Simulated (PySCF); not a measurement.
Rock-salt MgO: PBE at its full settings () and at cheaper ones, in a cell of 2 atoms.

```tsv
level and setting	lattice parameter a (Å)	bulk modulus B0 (GPa)
PBE (PySCF)	4.256	152
PBE/GTH-DZVP (2×2×2 k mesh) (PySCF)	4.310	141
PBE/STO-3G (Γ point alone) (PySCF)	4.291	292
PBE/STO-3G (2×2×2 k mesh) (PySCF)	3.983	374
```

Largest shifts from the full settings: lattice constant a -6.41 % (PBE/STO-3G (2×2×2 k mesh)), against a difference of +1.60 % of the full result from the reference 4.189 Å (measured, static lattice: zero-point anharmonic expansion removed; as tabulated in Mejia-Rodriguez and Trickey (2018), arXiv:1807.09216); bulk modulus +146 % (PBE/STO-3G (2×2×2 k mesh)), against a difference of -10.6 % of the full result from the reference 170 GPa (measured, 0 K value with the zero-point phonon effect removed; as tabulated in Mejia-Rodriguez and Trickey (2018), arXiv:1807.09216).

Run with cheap settings on purpose, which may leave them unconverged: PBE/GTH-DZVP (2×2×2 k mesh), PBE/STO-3G (2×2×2 k mesh), PBE/STO-3G (Γ point alone).
